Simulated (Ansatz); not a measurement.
H2Si–B, doublet: the ladder up to RCCSDTQ

Geometry: that of the H2Si–B, quartet, kept fixed.

```yaml
atoms:
  - { symbol: Si, position_ang: [0.0000, 0.0000, 0.4518] }
  - { symbol: B, position_ang: [0.0000, 0.0000, -1.4188] }
  - { symbol: H, position_ang: [0.0000, 1.2127, 1.3144] }
  - { symbol: H, position_ang: [0.0000, -1.2127, 1.3144] }
```

Basis 6-31G; Ansatz 0.2.0. Correlated methods freeze the noble-gas cores, which leaves 9 electrons in 20 orbitals. Prefix R: restricted or restricted open-shell reference; prefix U: unrestricted. Active spaces: valence = (9e, 10o) chosen from the atoms' valence shells.

Full CI isn't at hand for all of this; RCCSDTQ serves as the reference, and is uncertain by about the last step of the cluster series. The frozen core follows each run's orbitals, which can shift R against U totals by a few meV.

Unrestricted rows (U) aren't spin-pure: their determinants' ⟨S²⟩ exceeds S(S+1) by up to 0.53, so they mix in states of higher spin. For open shells CISD and CISDTQ are restricted-active-space CI with the open shells as a complete middle space.

The UHF ⟨S²⟩ is 1.279, the T1 diagnostic (RCCSD) is 0.0347 and the largest doubles amplitude (RCCSD) is 0.198. The T1 diagnostic (UCCSD) is 0.0749.

| level | E − E(RHF) (eV) |
| --- | --- |
| UHF | -0.4902 |
| RMP2 | -2.5256 |
| UMP2 | -2.4089 |
| RCCSD | -3.4689 |
| UCCSD | -3.4624 |
| RCCSD(T) | -3.5701 |
| UCCSD(T) | -3.5540 |

Estimate how far RCCSDTQ in 6-31G lies from RCCSD(T). The table doesn't fix it; the size of (T) and the diagnostics are the guide.

RCCSDTQ in 6-31G lies 3.3 kJ/mol below RCCSD(T), which is 34 % of the (T) step (-9.8 kJ/mol). T1 is raised, a doubles amplitude is large, and the rest is a large part of (T).

The other levels:

| level | E − E(RCCSDTQ) (kJ/mol) | share of correlation (%) | wall time |
| --- | --- | --- | --- |
| CISD | 37.8 | 89.14 | 0.66 s |
| BCCD(T) | 3.6 | 98.96 | 1.9 s |
| RCCSDT | 0.6 | 99.82 | – |
| UCCSDT | 0.6 | 99.82 | – |
| CISDTQ | 1.6 | 99.53 | 12 s |
| RCCSDT(Q) | 0.1 | 99.97 | 4.9 s |
| UCCSDT(Q) | -0.1 | 100.03 | 8.5 s |
| CASSCF (valence space) | 80.1 | 76.97 | – |
| NEVPT2 (valence space) | 23.4 | 93.28 | 5.5 s |
| MRCISD (valence space) | 2.7 | 99.23 | – |
| MRCISD+Q (valence space) | 1.0 | 99.72 | 9 s |

The correlation energy at RCCSDTQ, counted from RHF, is -3.605 eV. That run took 68 s on 1 thread of Intel Xeon Platinum 8488C, shared host.

Times hold each run's SCF and search for its determinant on a shared host, so for small cases they say little of a method's own cost; they ran on 1 thread of Intel Xeon Platinum 8488C.

Natural occupations of CASSCF (valence space) about the gap: 1.978 1.962 1.952 1.851 0.998 0.150 0.040 0.036 0.018 0.016; effectively unpaired electrons, Σ n²(2−n)², 1.18.
